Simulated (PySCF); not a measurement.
Spectrum to structure. Method: PySCF 2.14.0, density-fitted response routines, TDDFT CAM-B3LYP/def2-SVPD, vertical, gas phase, core orbitals frozen in the response. Geometries: PBE0-D3(BJ)/def2-SVP, one conformer each.

| state | E (eV) | f |
| --- | --- | --- |
| S1 | 6.45 | 0.0000 |
| S2 | 6.75 | 0.0015 |
| S3 | 6.81 | 0.0002 |
| S4 | 7.09 | 0.0076 |
| S5 | 7.21 | 0.017 |
| S6 | 7.66 | 0.0005 |
| S7 | 7.95 | 0.036 |
| S8 | 7.99 | 0.0000 |
| S9 | 8.02 | 0.0021 |
| S10 | 8.12 | 0.017 |

Triplets computed (Tamm–Dancoff): 5.37, 5.85, 5.87, 6.31 eV.

**Question.** Which structure fits? All have the formula C5H5N.
A. `C#CC#CCN`
B. `[H]/N=C\C(=C)C#C`
C. `[C@@H]12C[C@@H]1[C@@H]2C#N`
D. `C(CC#N)#CC`
E. `C=C/C=C\C#N`

**Answer.** D. Its S1 lies at 6.45 eV; the nearest of the others has S1 at 7.35 eV. S1 is HOMO→LUMO+2 (31%), HOMO→LUMO+1 (14%), HOMO→LUMO+5 (12%). Löwdin shares by element: HOMO carbon 88% or more; LUMO carbon 61% or more (atoms not listed hold the other 39%). At the same level the other candidates give, for their lowest levels:
- `C#CC#CCN`: 4.59 eV (f 0.000); 4.87 eV (f 0.000); 4.94 eV (f 0.000); 6.14 eV (f 0.006); 6.81 eV (f 0.087); T1 3.79 eV; HOMO -8.34, LUMO 0.31 eV
- `C=C/C=C\C#N`: 5.21 eV (f 0.667); 6.17 eV (f 0.000); 6.57 eV (f 0.001); 6.83 eV (f 0.015); 7.10 eV (f 0.002); T1 2.79 eV; HOMO -8.66, LUMO -1.14 eV
- `[H]/N=C\C(=C)C#C`: 4.77 eV (f 0.003); 5.46 eV (f 0.000); 5.48 eV (f 0.270); 6.27 eV (f 0.000); 6.56 eV (f 0.201); T1 3.14 eV; HOMO -8.80, LUMO -0.77 eV
- `N#C[C@H]1[C@H]2C[C@@H]12`: 7.35 eV (f 0.000); 7.51 eV (f 0.003); 7.74 eV (f 0.000); 7.80 eV (f 0.033); 7.93 eV (f 0.000); T1 6.15 eV; HOMO -9.62, LUMO 1.14 eV
